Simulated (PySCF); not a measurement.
The scaffold vinyl-X carries different groups X. Gas-phase values, no solvent. One relaxed conformer stands for each flexible species; it need not be the lowest. Strings in code marks are SMILES.

Method: TPSSh-D3(BJ)/def2-TZVP // B3LYP-D3(BJ)/def2-TZVP in PySCF 2.14.0. Excitations are Tamm–Dancoff values on a coarser integration grid. The basis has no diffuse functions, so Rydberg states are missing or too high.

| species | T1 excitation (TDA) (eV) | HOMO–LUMO gap (eV) | S1 oscillator strength | S1 excitation (TDA) (eV) |
|---|---|---|---|---|
| X = H (`C=C`) | ___ | 6.91 | 0.000 | 8.24 |
| X = chloro | 4.23 | 6.21 | 0.000 | 6.80 |
| X = methoxy | 4.19 | 6.07 | 0.021 | ___ |
| X = cyano | ___ | 5.65 | ___ | 6.12 |
| X = carboxy (`C=CC(=O)O` (C–C–C–O torsion 180°, O–C–O–H torsion 0°)) | 3.91 | ___ | 0.000 | ___ |
| X = cyclopropyl (`C=CC1CC1` (C–C–C–C torsion 145°)) | 4.27 | 6.20 | 0.630 | 7.04 |

Q: What belongs in the gaps?

A: 
- X = H (`C=C`), T1 excitation (TDA) (eV): 4.51
- X = methoxy, S1 excitation (TDA) (eV): 6.59
- X = cyano, T1 excitation (TDA) (eV): 3.73
- X = cyano, S1 oscillator strength: 0.000
- X = carboxy (`C=CC(=O)O` (C–C–C–O torsion 180°, O–C–O–H torsion 0°)), HOMO–LUMO gap (eV): 5.27
- X = carboxy (`C=CC(=O)O` (C–C–C–O torsion 180°, O–C–O–H torsion 0°)), S1 excitation (TDA) (eV): 4.59
